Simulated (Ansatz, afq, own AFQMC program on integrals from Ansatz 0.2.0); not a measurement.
**WSiH2, septet → WSiH2, nonet**

```yaml
atoms:
  - { symbol: W, position_ang: [0.0000, 0.0000, 0.3619] }
  - { symbol: Si, position_ang: [0.0000, 0.0000, -2.1531] }
  - { symbol: H, position_ang: [0.0000, -1.2230, -3.0031] }
  - { symbol: H, position_ang: [0.0000, 1.2230, -3.0031] }
```

Connectivity, by distances: W–SiH2.

E(nonet, charge +0) − E(septet, charge +0) at this geometry, on UHF and UHF determinants.

Basis def2-SVP with its core potentials. Only valence electrons are correlated. Integrals, coupled cluster, full CI and functionals: Ansatz 0.2.0; the random walks run on the same integrals in our own AFQMC program. The CISD trial takes its coefficients from CCSD amplitudes. Released means that phaseless walkers are propagated on without the constraint, phases kept. Uncertainties: one standard error, sampling alone. No spin–orbit coupling. The metal's outer-core s and p shells are frozen, which shifts wave-function levels against functionals. The errors of all members are added in quadrature.

No full CI on the walks' own integrals is used here; CCSDT(Q) serves as the reference and is uncertain by about the last step of the cluster series. Each member takes its own surest rung, up to full CI.

Errors are counted within def2-SVP, not against nature.

Cautions: no spin-orbit coupling; outer-core shells of the metal frozen; WSiH₂ (septet): another spin lies lower, its ph-AFQMC/CISD value lies 21 ± 3 meV above CCSDT(Q); WSiH₂ (nonet): another spin lies lower; core correlation is missing, and it shifts such a gap most where an s electron is promoted.

Reference (CCSDT(Q)): 3.288 eV.

```json
{"level": "HF", "vertical spin gap (eV)": "2.527", "error against CCSDT(Q) (eV)": "-0.762"}
{"level": "MP2", "vertical spin gap (eV)": "3.152", "error against CCSDT(Q) (eV)": "-0.137"}
{"level": "CCSD", "vertical spin gap (eV)": "3.215", "error against CCSDT(Q) (eV)": "-0.073"}
{"level": "CCSD(T)", "vertical spin gap (eV)": "3.272", "error against CCSDT(Q) (eV)": "-0.017"}
{"level": "CCSDT", "vertical spin gap (eV)": "3.282", "error against CCSDT(Q) (eV)": "-0.006"}
{"level": "ph-AFQMC/CISD", "vertical spin gap (eV)": "3.282 ± 0.003", "error against CCSDT(Q) (eV)": "-0.007 ± 0.003"}
{"level": "released AFQMC", "vertical spin gap (eV)": "3.290 ± 0.005", "error against CCSDT(Q) (eV)": "0.002 ± 0.005"}
```

Correlation beyond CCSD(T) adds 0.017 eV. The perturbative (T) step is worth +0.057 eV.

A walk keeps the symmetry of its determinant, which the program's search chose and which needn't be the lowest solution, so a lower state of the same spin and another symmetry isn't excluded. Released energies are given only where the last usable release times agree within the noise; a slower fall can still hide under it.
